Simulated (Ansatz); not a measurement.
Consider HgTe in the zinc blende structure (space group F-43m, No. 216; a = 6.6507 Å).

Method: Ansatz (a quantum-chemistry and plane-wave program), PBE, PAW, cutoff 420 eV, scalar-relativistic without spin-orbit coupling, earlier PAW set.

Modification: every Hg is replaced by Cd; the structure is relaxed again.

Measured lattice parameter a: HgTe 6.46 Å (room temperature; as listed in R. J. Cava et al., Journal of Materials Chemistry C (2013)); CdTe 6.48 Å (room temperature; as listed in M J Lucero, T M Henderson, G E Scuseria, Journal of Physics Condensed Matter (2012)).

Q: How well does PBE reproduce the measured shift?

A: With PBE the lattice parameter a moves by -0.032 Å (6.651 → 6.619) against +0.020 Å measured, the wrong sign.

Whether these cells are dynamically stable was not tested. All final runs are without spin polarisation.
